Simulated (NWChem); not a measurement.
Species: nitrogen trifluoride (NF$_{3}$); SMILES FN(F)F

All runs: NWChem. Pople sets run with spherical d functions. All runs use the structure optimised with B3LYP/6-31G* (spherical d). Ions are spin-unrestricted doublets at the neutral geometry; other ion states weren't tried.

Q: Order these by “vertical ionisation energy, ΔSCF (eV)”, lowest first: B3LYP/6-31G*; PBE/6-31G*; BHandHLYP/6-31G*.

A: PBE/6-31G* (12.57), B3LYP/6-31G* (13.14), BHandHLYP/6-31G* (13.56)
